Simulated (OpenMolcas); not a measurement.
# OH⁻ at 0.968 Å: OpenMolcas input and output

Input (each module block was a call of its own in one work directory; start orbitals came from a preliminary run):

```
&GATEWAY
Coord
2
angstrom
O 0.0 0.0 0.0
H 0.0 0.0 0.9680
Basis=ANO-RCC-VTZP
Group=XY
RX2C
AMFI
ANGMom
0.0 0.0 0.0
RICD
&SEWARD
&GUESSORB
&RASSCF
FileOrb=$CurrDir/o32.orb
Symmetry=2
Spin=3
nActEl=6 0 0
Inactive=2 0
RAS2=2 2
CIRoot=2 2 1
Linear
Iterations=120 100
OrbListing=Nothing
PRWF=0.15
>>COPY $Project.RasOrb $CurrDir/o32.orb
>>COPY $Project.rasscf.h5 $CurrDir/r32.h5
&CASPT2
XMultistate=all
Imaginary=0.2
IPEA=0.25
MaxIter=40
>>COPY $Project.JobMix JOB001
&RASSCF
FileOrb=$CurrDir/o12.orb
Symmetry=2
Spin=1
nActEl=6 0 0
Inactive=2 0
RAS2=2 2
CIRoot=2 2 1
Linear
Iterations=120 100
OrbListing=Nothing
PRWF=0.15
>>COPY $Project.RasOrb $CurrDir/o12.orb
>>COPY $Project.rasscf.h5 $CurrDir/r12.h5
&CASPT2
XMultistate=all
Imaginary=0.2
IPEA=0.25
MaxIter=40
>>COPY $Project.JobMix JOB002
&RASSCF
FileOrb=$CurrDir/o11.orb
Symmetry=1
Spin=1
nActEl=6 0 0
Inactive=2 0
RAS2=2 2
CIRoot=2 2 1
Linear
Iterations=120 100
OrbListing=Nothing
PRWF=0.15
>>COPY $Project.RasOrb $CurrDir/o11.orb
>>COPY $Project.rasscf.h5 $CurrDir/r11.h5
&CASPT2
XMultistate=all
Imaginary=0.2
IPEA=0.25
MaxIter=40
>>COPY $Project.JobMix JOB003
&RASSCF
FileOrb=$CurrDir/o31.orb
Symmetry=1
Spin=3
nActEl=6 0 0
Inactive=2 0
RAS2=2 2
CIRoot=2 2 1
Linear
Iterations=120 100
OrbListing=Nothing
PRWF=0.15
>>COPY $Project.RasOrb $CurrDir/o31.orb
>>COPY $Project.rasscf.h5 $CurrDir/r31.h5
&CASPT2
XMultistate=all
Imaginary=0.2
IPEA=0.25
MaxIter=40
>>COPY $Project.JobMix JOB004
```

```bash
pymolcas m.inp
```

RASSCF and CASPT2 output of these blocks, in excerpt:

```
++    Wave function specifications:
      Number of closed shell electrons           4
      Number of electrons in active shells       6
      Number of inactive orbitals                2
      Number of active orbitals                  4
      Number of secondary orbitals              38
      Spin quantum number                      1.0
      State symmetry                             2
++    Orbital specifications:
      Symmetry species                           1   2
                                                 a   b
      Frozen orbitals                            0   0
      Inactive orbitals                          2   0
      Active orbitals                            2   2
      RAS2 orbitals                              2   2
      Secondary orbitals                        20  18
      Number of basis functions                 24  20
      printout of CI-coefficients larger than  0.15 for root  1
      energy=     -75.429275
      conf/sym  11 22     Coeff  Weight
             3  u2 2u  -0.76071 0.57868
             4  u2 u2  -0.64909 0.42132
      printout of CI-coefficients larger than  0.15 for root  2
      energy=     -75.429275
      conf/sym  11 22     Coeff  Weight
             3  u2 2u   0.64909 0.42132
             4  u2 u2  -0.76071 0.57868
      Natural orbitals and occupation numbers for root  1
      sym 1:   1.000000   2.000000
      sym 2:   2.000000   1.000000
      Natural orbitals and occupation numbers for root  2
      sym 1:   1.000000   2.000000
      sym 2:   1.000000   2.000000
      RASSCF energy for state  2                    -75.42927469
::    RASSCF root number  1 Total energy:    -75.42927469
::    RASSCF root number  2 Total energy:    -75.42927469
      Von Neumann Entropy (Root   1) =  1.00000
++    Wave function specifications:
      Number of closed shell electrons           2
      Number of electrons in active shells       6
      Number of inactive orbitals                1
      Number of active orbitals                  4
      Number of secondary orbitals              38
      Spin quantum number                      1.0
      State symmetry                             2
      Number of CSFs                             4
      Number of CASSCF root(s) available         2
      CASPT2 state passed to geometry opt.       2
      A file JOBMIX will be created
      This is a MULTI-STATE CASSCF reference
      Number of CI roots used                    2
      These are:                                 1   2
      Off-diagonal elements of Heff are computed
  FINAL CASPT2 RESULT:
      Reference energy:         -75.4292746902
      E2 (Non-variational):      -0.2167977986
      Shift correction:          -0.0007696828
      E2 (Variational):          -0.2175674813
      Total energy:             -75.6468421715
      Reference weight:           0.94800
  FINAL CASPT2 RESULT:
      Reference energy:         -75.4292746901
      E2 (Non-variational):      -0.2168141791
      Shift correction:          -0.0007699496
      E2 (Variational):          -0.2175841287
      Total energy:             -75.6468588188
      Reference weight:           0.94799
       Total XMS-CASPT2 energies:
::    XMS-CASPT2 Root  1     Total energy:    -75.64685882
::    XMS-CASPT2 Root  2     Total energy:    -75.64684217
++    Wave function specifications:
      Number of closed shell electrons           4
      Number of electrons in active shells       6
      Number of inactive orbitals                2
      Number of active orbitals                  4
      Number of secondary orbitals              38
      Spin quantum number                      0.0
      State symmetry                             2
      printout of CI-coefficients larger than  0.15 for root  1
      energy=     -75.424278
      conf/sym  11 22     Coeff  Weight
             1  2u 2d  -0.99963 0.99926
      printout of CI-coefficients larger than  0.15 for root  2
      energy=     -75.424278
      conf/sym  11 22     Coeff  Weight
             2  2u d2   0.99963 0.99926
      Natural orbitals and occupation numbers for root  1
      sym 1:   2.000000   1.000000
      sym 2:   2.000000   1.000000
      Natural orbitals and occupation numbers for root  2
      sym 1:   2.000000   1.000000
      sym 2:   1.000000   2.000000
      RASSCF energy for state  2                    -75.42427829
::    RASSCF root number  1 Total energy:    -75.42427829
::    RASSCF root number  2 Total energy:    -75.42427829
      Von Neumann Entropy (Root   1) =  1.00000
++    Wave function specifications:
      Number of closed shell electrons           2
      Number of electrons in active shells       6
      Number of inactive orbitals                1
      Number of active orbitals                  4
      Number of secondary orbitals              38
      Spin quantum number                      0.0
      State symmetry                             2
      Number of CSFs                             4
      Number of CASSCF root(s) available         2
      CASPT2 state passed to geometry opt.       2
      A file JOBMIX will be created
      This is a MULTI-STATE CASSCF reference
      Number of CI roots used                    2
      These are:                                 1   2
      Off-diagonal elements of Heff are computed
  FINAL CASPT2 RESULT:
      Reference energy:         -75.4242782893
      E2 (Non-variational):      -0.2163115778
      Shift correction:          -0.0008079112
      E2 (Variational):          -0.2171194889
      Total energy:             -75.6413977783
      Reference weight:           0.94773
  FINAL CASPT2 RESULT:
      Reference energy:         -75.4242782893
      E2 (Non-variational):      -0.2163115541
      Shift correction:          -0.0008079062
      E2 (Variational):          -0.2171194604
      Total energy:             -75.6413977497
      Reference weight:           0.94773
       Total XMS-CASPT2 energies:
::    XMS-CASPT2 Root  1     Total energy:    -75.64139778
::    XMS-CASPT2 Root  2     Total energy:    -75.64139775
++    Wave function specifications:
      Number of closed shell electrons           4
      Number of electrons in active shells       6
      Number of inactive orbitals                2
      Number of active orbitals                  4
      Number of secondary orbitals              38
      Spin quantum number                      0.0
      State symmetry                             1
      printout of CI-coefficients larger than  0.15 for root  1
      energy=     -75.449490
      conf/sym  11 22     Coeff  Weight
             6  02 22   0.99435 0.98872
      printout of CI-coefficients larger than  0.15 for root  2
      energy=     -75.239110
      conf/sym  11 22     Coeff  Weight
             5  ud 22   0.99438 0.98879
      Natural orbitals and occupation numbers for root  1
      sym 1:   0.000300   1.999802
      sym 2:   1.999949   1.999949
      Natural orbitals and occupation numbers for root  2
      sym 1:   0.851362   1.148642
      sym 2:   1.999998   1.999998
      RASSCF energy for state  2                    -75.23910959
::    RASSCF root number  1 Total energy:    -75.44948972
::    RASSCF root number  2 Total energy:    -75.23910959
      Von Neumann Entropy (Root   1) =  0.00212
++    Wave function specifications:
      Number of closed shell electrons           2
      Number of electrons in active shells       6
      Number of inactive orbitals                1
      Number of active orbitals                  4
      Number of secondary orbitals              38
      Spin quantum number                      0.0
      State symmetry                             1
      Number of CSFs                             6
      Number of CASSCF root(s) available         2
      CASPT2 state passed to geometry opt.       2
      A file JOBMIX will be created
      This is a MULTI-STATE CASSCF reference
      Number of CI roots used                    2
      These are:                                 1   2
      Off-diagonal elements of Heff are computed
  FINAL CASPT2 RESULT:
      Reference energy:         -75.4494897233
      E2 (Non-variational):      -0.3007683952
      Shift correction:          -0.0022427422
      E2 (Variational):          -0.3030111374
      Total energy:             -75.7525008607
      Reference weight:           0.90973
  FINAL CASPT2 RESULT:
      Reference energy:         -75.2391095941
      E2 (Non-variational):      -0.2629884740
      Shift correction:          -0.0028367954
      E2 (Variational):          -0.2658252693
      Total energy:             -75.5049348634
      Reference weight:           0.90878
       Total XMS-CASPT2 energies:
::    XMS-CASPT2 Root  1     Total energy:    -75.75170714
::    XMS-CASPT2 Root  2     Total energy:    -75.50572859
++    Wave function specifications:
      Number of closed shell electrons           4
      Number of electrons in active shells       6
      Number of inactive orbitals                2
      Number of active orbitals                  4
      Number of secondary orbitals              38
      Spin quantum number                      1.0
      State symmetry                             1
      printout of CI-coefficients larger than  0.15 for root  1
      energy=     -75.248985
      conf/sym  11 22     Coeff  Weight
             2  uu 22   1.00000 1.00000
      printout of CI-coefficients larger than  0.15 for root  2
      energy=     -75.165640
      conf/sym  11 22     Coeff  Weight
             1  22 uu   1.00000 1.00000
      Natural orbitals and occupation numbers for root  1
      sym 1:   1.000000   1.000000
      sym 2:   2.000000   2.000000
      Natural orbitals and occupation numbers for root  2
      sym 1:   2.000000   2.000000
      sym 2:   1.000000   1.000000
      RASSCF energy for state  2                    -75.16563952
::    RASSCF root number  1 Total energy:    -75.24898538
::    RASSCF root number  2 Total energy:    -75.16563952
      Von Neumann Entropy (Root   1) =  1.00000
++    Wave function specifications:
      Number of closed shell electrons           2
      Number of electrons in active shells       6
      Number of inactive orbitals                1
      Number of active orbitals                  4
      Number of secondary orbitals              38
      Spin quantum number                      1.0
      State symmetry                             1
      Number of CSFs                             2
      Number of CASSCF root(s) available         2
      CASPT2 state passed to geometry opt.       2
      A file JOBMIX will be created
      This is a MULTI-STATE CASSCF reference
      Number of CI roots used                    2
      These are:                                 1   2
      Off-diagonal elements of Heff are computed
  FINAL CASPT2 RESULT:
      Reference energy:         -75.2489853764
      E2 (Non-variational):      -0.2518187459
      Shift correction:          -0.0020563869
      E2 (Variational):          -0.2538751327
      Total energy:             -75.5028605092
      Reference weight:           0.92548
  FINAL CASPT2 RESULT:
      Reference energy:         -75.1656395159
      E2 (Non-variational):      -0.2282679752
      Shift correction:          -0.0033342978
      E2 (Variational):          -0.2316022730
      Total energy:             -75.3972417889
      Reference weight:           0.90988
       Total XMS-CASPT2 energies:
::    XMS-CASPT2 Root  1     Total energy:    -75.50286051
::    XMS-CASPT2 Root  2     Total energy:    -75.39724179
```

Only roots inside an energy window near the equilibrium distance were included, so the list of states is not complete; labels number the states computed. Each spin and symmetry block has orbitals of its own, averaged over its own roots, so gaps between blocks are less sure than gaps within one and near the minimum can be off by tenths of an eV, in bad cases by more. No Rydberg orbitals are active, so Rydberg states, and σ→σ* states whose orbital the CASSCF left unused, can be missing between those listed. CASPT2 splits the two components of degenerate states numerically, here by up to 4 cm⁻¹. For an anion, states above the electron-detachment threshold (often below 1 to 3 eV) are held by the basis set and are not bound levels.
